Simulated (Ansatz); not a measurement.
System: hcp Tc. Method: B3LYP (VWN-RPA form) in Ansatz (plane waves, PAW).

Input:

Ansatz 0.2 input:
```yaml
crystal:
  lattice:
    - [1.3788569845, -2.3882503535, 0.0]
    - [1.3788569845, 2.3882503535, 0.0]
    - [0.0, 0.0, 4.3984115815]
  atoms:
    - { symbol: Tc, position: [0.3333333333, 0.6666666667, 0.25] }
    - { symbol: Tc, position: [0.6666666667, 0.3333333333, 0.75] }
basis:
  ecutwfc: 460
  ecutrho_ratio: 4
  xc_grid: 2
kpoints:
  mp_grid: { grid: [12, 12, 6] }
hamiltonian:
  xc: b3lyp
  dispersion: none
  pseudopotentials: { kind: paw }
scf:
  occupations: { method: fermi_dirac, width: 0.05 }
  convergence: { dr2_threshold: 0.0000000002 }
output:
  forces: true
  stress: true
  eigenvalues: true
```

The run printed, among other lines:

```
WARN basis.ecutwfc = 460 eV is below the records' recommended cutoff, and the density's cutoff is lower with it unless basis.ecutrho_ratio is high enough to …
WARN basis.ecutrho_ratio = 4 (ecutrho = 1840 eV) is below the records' recommended cutoff
WARN output.stress: scf.exx.energy_threshold = 1e-6 eV is looser than the 2e-8 eV advised for a stress under a hybrid functional (1e-8 eV for each atom of the …
Crystal: 2 atoms, lattice volume = 28.968 Å³
Basis set: ecut = 460 eV, 627 PW (Γ), exchange–correlation on 40×40×64 points (8 copies of the dense FFT grid, shifted against one another)
Bands: 19, of which v1, the nominal top of the filled ones, is band 15 counted from 1 (14 counted from 0)
Symmetry: 24 space group operations
Space group: P63/mmc (ITA 194), of the structure as read, at distance tolerance 3.1e-5 Å
k-points: 76 of 864
Initial density: superposition of atomic densities (chi_scale 0.1, normalization cell)
Functional: x = 0.1 slater + 0.9 b88, c = 0.19 vwn_rpa + 0.81 lyp, warm-up for x = 0.08 slater + 0.72 b88 + 0.2 exact, c = 0.19 vwn_rpa + 0.81 lyp
SCF iter   1: F=—  HF=-10815.603454 eV  |F-HF|=—  |Δ(HF+E_count)|=         —  Δρ=4.30e-2  dr2=5.04e-1
SCF iter   2: F=—  HF=-10815.488391 eV  |F-HF|=—  |Δ(HF+E_count)|=   1.15e-1  Δρ=2.25e-2  dr2=1.35e-1
  ...
SCF 1 converged in 8 iterations: F = -10815.450461 eV  dr2 = 2.44e-12
Crystal: 2 atoms, lattice volume = 28.968 Å³
Initial density: handed on by an earlier stage of this run
Functional: x = 0.08 slater + 0.72 b88 + 0.2 exact, c = 0.19 vwn_rpa + 0.81 lyp
SCF 2 converged in 6 iterations: F = -10817.861338 eV  dr2 = 1.38e-10
Crystal: 2 atoms, lattice volume = 28.968 Å³
Crystal: 2 atoms, lattice volume = 28.968 Å³
Crystal: 2 atoms, lattice volume = 28.968 Å³
SCF iter   3: F=—  HF=-10817.869839 eV  |F-HF|=—  |Δ(HF+E_count)|=   1.66e-7  Δρ=1.25e-6  dr2=5.78e-10
SCF iter   4: F=-10817.869839 eV  HF=-10817.869839 eV  |F-HF|=1.46e-11  |Δ(HF+E_count)|=  5.89e-10  Δρ=3.23e-7  dr2=8.49e-11
SCF 5 converged in 4 iterations: F = -10817.869839 eV  dr2 = 8.49e-11
Free energy (F): -10817.869839 eV
Internal energy: -10817.866202 eV  (E = F + TS)
E sigma→0 (E₀):  -10817.868020 eV
Fermi energy:    22.146014 eV
--- Forces (eV/Å), atoms counted from 1 ---
  atom   1  Tc     0.00000000    -0.00000000    -0.00000000
  atom   2  Tc     0.00000000     0.00000000     0.00000000
--- Stress (GPa, compression-positive) ---
        0.009535       0.000000       0.000000
        0.000000       0.009535       0.000000
        0.000000       0.000000       0.004940
  P = ⅓ Tr σ = 0.0080 GPa (0.080 kbar)
```

The PAW data were made under PBE.

The result took very roughly 4 core-minutes.

Ansatz is a program for electronic structure.
